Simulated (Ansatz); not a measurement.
# A ladder of methods for SiH2Cl (chlorosilyl radical)

SiH2Cl: 4 atoms, total charge 0, spin state doublet. As SMILES, `[SiH2]Cl`. Geometry: relaxed at GFN2-xTB.

| atom | x (Å) | y (Å) | z (Å) |
| --- | --- | --- | --- |
| Si | -0.2836 | 0.2377 | 0.1316 |
| Cl | 1.5977 | -0.0596 | 0.8111 |
| H | -1.0650 | -0.9783 | 0.2633 |
| H | -0.2491 | 0.8002 | -1.2060 |

Each level gives the energy change with the Si1–H4 bond stretched from 1.451 to 2.177 Å (eV). The values are calculated.

```csv
level,kind,program,value (eV),less FCI/STO-3G
USVWN5/STO-3G,LDA,Ansatz,2.51,+0.01
UBLYP/STO-3G,GGA,Ansatz,2.28,-0.22
UB3LYP/STO-3G,global hybrid,Ansatz,2.56,+0.06
UPBE0/STO-3G,global hybrid,Ansatz,2.72,+0.22
U-wB97M-V/STO-3G,range-separated hybrid,Ansatz,2.77,+0.27
UB2PLYP/STO-3G,double hybrid,Ansatz,2.77,+0.27
UMP2/STO-3G,perturbation theory,Ansatz,3.01,+0.51
UBCCD(T)/STO-3G,coupled cluster or CI,Ansatz,2.51,+0.01
FCI/STO-3G,exact in the basis,Ansatz,2.50,0.00
```

FCI/STO-3G is exact within its basis and frozen core, so for wave-function methods in that basis the difference is their error; functionals converge differently with the basis, so for them it is only a difference. The first shape isn't each level's own minimum. The values span 2.28 to 3.01 eV. Spin contamination of the reference (⟨S²⟩ at least 0.1 too high) touches UB2PLYP/STO-3G, UMP2/STO-3G, UBCCD(T)/STO-3G. All rows use very small basis sets, so even the best lies far from the true value.
